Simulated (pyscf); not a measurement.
Thermochemistry of product channels of H₂C=CH–F + methyl (CH₃•) on the doublet surface, in kcal/mol, from ωB97M-D3(BJ)/def2-TZVP energies (ideal gas, 1 atm, RRHO with modes under 100 cm⁻¹ raised to 100, one conformer, R ln 2 for chiral ones without a mode under 150 cm⁻¹). Single points on ωB97X-D3(BJ)/def2-SVP structures (PySCF, gas phase).

```csv
products,ΔE,ΔH(298 K),ΔG(600 K),ΔG(900 K)
H₃C–CH₂–CH•–F,-28.5,-24.1,-3.3,+7.3
•H₂C–CH(CH₃)–F,-28.2,-24.9,-4.6,…
```

**Question.** Some entries are withheld; supply them.

**Answer.** 
- •H₂C–CH(CH₃)–F, ΔG(900 K): +5.4

The channel to H₃C–CH₂–CH•–F turns unfavourable between 298 and 1200 K (ΔG from -13.9 kcal/mol to +17.6 kcal/mol). The channel to •H₂C–CH(CH₃)–F turns unfavourable between 298 and 1200 K (ΔG from -14.8 kcal/mol to +15.1 kcal/mol).

These are energies of the channels, which say nothing of barriers. H₃C–CH₂–CH•–F lies 6.4 kcal/mol over its isomer H₃C–C•(CH₃)–F (electronic energy, ωB97M-D3(BJ)/def2-TZVP). •H₂C–CH(CH₃)–F lies 6.7 kcal/mol over its isomer H₃C–C•(CH₃)–F (electronic energy, ωB97M-D3(BJ)/def2-TZVP).
